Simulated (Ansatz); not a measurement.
Isolated molecules relaxed with PBE0-D4/def2-TZVP in Ansatz; ΔE leaves out vibrations. CCSD(T)/CBS is the MP2 limit (def2-TZVPP, def2-QZVPP) plus CCSD(T) − MP2 in def2-TZVPP, frozen cores. DFT in def2-TZVPP. Each species was taken in one conformer, which may not be the lowest.

`C=CC(C)=N` → `CC=C=CN`  (isomerisation)

`C=CC(C)=N`:

Cartesian coordinates in Å:
```
C -1.955 0.302 -0.124
C -0.759 0.282 0.451
C 0.513 0.085 -0.282
C 1.586 -0.645 0.465
N 0.741 0.489 -1.465
H -2.860 0.442 0.455
H -2.073 0.163 -1.195
H -0.684 0.369 1.532
H 1.856 -0.096 1.372
H 2.467 -0.758 -0.164
H 1.233 -1.630 0.783
H -0.065 0.998 -1.829
```

`CC=C=CN`:

```xyz
12

C    -1.952    0.779    0.380
C    -0.480    1.048    0.313
C     0.408    0.254   -0.216
C     1.333   -0.501   -0.750
N     2.142   -1.427   -0.083
H    -2.300    0.774    1.418
H    -2.512    1.564   -0.138
H    -2.200   -0.180   -0.075
H    -0.145    1.992    0.746
H     1.572   -0.379   -1.804
H     2.334   -2.255   -0.626
H     1.800   -1.670    0.835
```

```
             level  ΔE (kJ/mol)
            PBE-D4         58.8
           ωB97M-V         71.5
            B2PLYP         69.9
            r2SCAN         64.3
              PBE0         60.7
CCSD(T)/def2-TZVPP         80.4
    MP2/def2-QZVPP         76.2
SCS-MP2/def2-QZVPP         78.9
```

(1) What does CCSD(T)/CBS give? (Best estimate.)

Largest T1 diagnostic among the species: 0.012.

Results:

(1) The calculation gave: +76.9 kJ/mol. The listed levels differ from it by -18.1, -5.4, -7.0, -12.6, -16.2, 3.5, -0.7, 2.0 kJ/mol.

The D4 term adds +4.5 kJ/mol with B3LYP and +2.2 kJ/mol with PBE0; it sums over pairs of atoms, weighted by their polarisabilities, and B3LYP, whose exchange is more repulsive, gets the larger term. From PBE to PBE0 (25 % exact exchange), in def2-TZVPP and without D4, ΔE moves by +4.7 kJ/mol.

B3LYP here is the variant with VWN-RPA as its local correlation; programs differ in this.
